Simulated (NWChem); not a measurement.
The numbers come from NWChem runs, not from measurements. System: HF, charge 0, spin multiplicity 1, displaced from the optimised geometry. Level: RHF/cc-pVDZ, spin-restricted.

Job file:

```
start mol
memory heap 200 mb stack 900 mb global 1100 mb
geometry units angstroms nocenter noautoz noautosym
  F      0.000000     0.000000     0.554851
  H      0.000000     0.000000    -0.832277
end
basis spherical
  * library cc-pvdz
end
scf
  rhf
  nopen 0
  maxiter 100
  thresh 1e-7
  semidirect memsize 60000000 filesize 0
end
task scf energy
```

NWChem printed:

```
             Northwest Computational Chemistry Package (NWChem) 7.3.0
             --------------------------------------------------------

                                NWChem Input Module
                                -------------------

 Scaling coordinates for geometry "geometry" by  1.889725989
 (inverse scale =  0.529177249)

                             Geometry "geometry" -> ""
                             -------------------------

 Output coordinates in angstroms (scale by  1.889725989 to convert to a.u.)

  No.       Tag          Charge          X              Y              Z
 ---- ---------------- ---------- -------------- -------------- --------------
    1 F                    9.0000     0.00000000     0.00000000     0.55485100
    2 H                    1.0000     0.00000000     0.00000000    -0.83227700

 Effective nuclear repulsion energy (a.u.)       3.4334216028

            Nuclear Dipole moment (a.u.)
            ----------------------------
        X                 Y               Z
 ---------------- ---------------- ----------------
     0.0000000000     0.0000000000     7.8638717138


 Summary of "ao basis" -> "" (spherical)
 ------------------------------------------------------------------------------
       Tag                 Description            Shells   Functions and Types
 ---------------- ------------------------------  ------  ---------------------
 *                          cc-pvdz                   on all atoms

 Summary of "ao basis" -> "ao basis" (spherical)
 ------------------------------------------------------------------------------
       Tag                 Description            Shells   Functions and Types
 ---------------- ------------------------------  ------  ---------------------
 F                          cc-pvdz                  6       14   3s2p1d
 H                          cc-pvdz                  3        5   2s1p

                                 NWChem SCF Module
                                 -----------------

  ao basis        = "ao basis"
  functions       =    19
  atoms           =     2
  closed shells   =     5
  open shells     =     0
  charge          =   0.00
  wavefunction    = RHF
  use symmetry    = F
  symmetry adapt  = F

 Summary of "ao basis" -> "ao basis" (spherical)
 ------------------------------------------------------------------------------
       Tag                 Description            Shells   Functions and Types
 ---------------- ------------------------------  ------  ---------------------
 F                          cc-pvdz                  6       14   3s2p1d
 H                          cc-pvdz                  3        5   2s1p

 Forming initial guess at       0.0s

      Superposition of Atomic Density Guess
      -------------------------------------

 Sum of atomic energies:         -99.88314519

      Non-variational initial energy
      ------------------------------

 Total energy =     -99.515555
 1-e energy   =    -146.584520
 2-e energy   =      43.635543
 HOMO         =      -0.590158
 LUMO         =      -0.065381

 Starting SCF solution at       0.1s

 ----------------------------------------------
         Quadratically convergent ROHF

 Convergence threshold     :          1.000E-07
 Maximum no. of iterations :          100
 Final Fock-matrix accuracy:          1.000E-09
 ----------------------------------------------

              iter       energy          gnorm     gmax       time
             ----- ------------------- --------- --------- --------
                 1      -99.8370368464  9.68D-01  4.49D-01      0.1
                 2      -99.8968635902  2.65D-01  1.01D-01      0.1
                 3      -99.9037247460  1.12D-01  6.40D-02      0.1
                 4      -99.9044766357  1.07D-02  5.88D-03      0.1
                 5      -99.9044925566  1.16D-04  5.10D-05      0.1
                 6      -99.9044925571  2.18D-09  1.12D-09      0.1

       Final RHF  results
       ------------------

         Total SCF energy =    -99.904492557103
      One-electron energy =   -147.551110830789
      Two-electron energy =     44.213196670924
 Nuclear repulsion energy =      3.433421602763

        Time for solution =      0.0s

             Final eigenvalues
             -----------------

              1
    1  -26.2802
    2   -1.4937
    3   -0.5981
    4   -0.5981
    5   -0.5922
    6    0.0490
    7    0.5875
    8    1.3145
    9    1.3145
   10    1.5807
   11    1.6053
   12    1.6182
   13    1.6182
   14    2.2989
   15    4.0367

                       ROHF Final Molecular Orbital Analysis
                       -------------------------------------

 Vector    3  Occ=2.000000D+00  E=-5.981414D-01
              MO Center=  1.5D-16,  5.1D-17,  5.5D-01, r^2= 4.4D-01
   Bfn.  Coefficient  Atom+Function         Bfn.  Coefficient  Atom+Function
  ----- ------------  ---------------      ----- ------------  ---------------
     4      0.665887  1 F  px                 7      0.478473  1 F  px

 Vector    4  Occ=2.000000D+00  E=-5.981414D-01
              MO Center=  1.5D-16,  4.8D-16,  5.5D-01, r^2= 4.4D-01
   Bfn.  Coefficient  Atom+Function         Bfn.  Coefficient  Atom+Function
  ----- ------------  ---------------      ----- ------------  ---------------
     5      0.665887  1 F  py                 8      0.478473  1 F  py

 Vector    5  Occ=2.000000D+00  E=-5.921586D-01
              MO Center= -9.2D-17,  9.1D-17,  2.0D-01, r^2= 8.7D-01
   Bfn.  Coefficient  Atom+Function         Bfn.  Coefficient  Atom+Function
  ----- ------------  ---------------      ----- ------------  ---------------
     6      0.520242  1 F  pz                 9      0.384692  1 F  pz
    15     -0.304957  2 H  s                 16     -0.174748  2 H  s

 Vector    6  Occ=0.000000D+00  E= 4.895931D-02
              MO Center= -2.9D-17, -4.4D-17, -6.4D-01, r^2= 1.6D+00
   Bfn.  Coefficient  Atom+Function         Bfn.  Coefficient  Atom+Function
  ----- ------------  ---------------      ----- ------------  ---------------
    16      0.808045  2 H  s                  9      0.394829  1 F  pz
     6      0.354479  1 F  pz                15      0.314000  2 H  s
     3     -0.312356  1 F  s

 Vector    7  Occ=0.000000D+00  E= 5.875462D-01
              MO Center= -4.6D-17,  1.1D-17, -8.9D-01, r^2= 1.7D+00
   Bfn.  Coefficient  Atom+Function         Bfn.  Coefficient  Atom+Function
  ----- ------------  ---------------      ----- ------------  ---------------
    15      1.287909  2 H  s                 16     -1.260822  2 H  s
     3      0.275384  1 F  s                  6      0.209053  1 F  pz

 Vector    8  Occ=0.000000D+00  E= 1.314513D+00
              MO Center= -6.1D-17,  8.0D-18, -2.8D-01, r^2= 1.0D+00
   Bfn.  Coefficient  Atom+Function         Bfn.  Coefficient  Atom+Function
  ----- ------------  ---------------      ----- ------------  ---------------
    17      0.710179  2 H  px                 4     -0.608645  1 F  px
     7      0.578134  1 F  px

 center of mass
 --------------
 x =   0.00000000 y =   0.00000000 z =   0.91646728

 moments of inertia (a.u.)
 ------------------
           6.576090083885           0.000000000000           0.000000000000
           0.000000000000           6.576090083885           0.000000000000
           0.000000000000           0.000000000000           0.000000000000

  Mulliken analysis of the total density
  --------------------------------------

    Atom       Charge   Shell Charges
 -----------   ------   -------------------------------------------------------
    1 F    9     9.40   2.00  0.91  1.07  3.21  2.21  0.00
    2 H    1     0.60   0.39  0.19  0.02

       Multipole analysis of the density wrt the origin
       ------------------------------------------------

     L   x y z        total         open         nuclear
     -   - - -        -----         ----         -------
     0   0 0 0     -0.000000      0.000000     10.000000

     1   1 0 0     -0.000000      0.000000      0.000000
     1   0 1 0     -0.000000      0.000000      0.000000
     1   0 0 1     -1.098844      0.000000      7.863872

     2   2 0 0     -4.287947      0.000000      0.000000
     2   1 1 0     -0.000000      0.000000      0.000000
     2   1 0 1     -0.000000      0.000000      0.000000
     2   0 2 0     -4.287947      0.000000      0.000000
     2   0 1 1     -0.000000      0.000000      0.000000
     2   0 0 2     -2.940827      0.000000     12.368102

 Task  times  cpu:        0.1s     wall:        0.1s

 Total times  cpu:        0.1s     wall:        0.1s
```
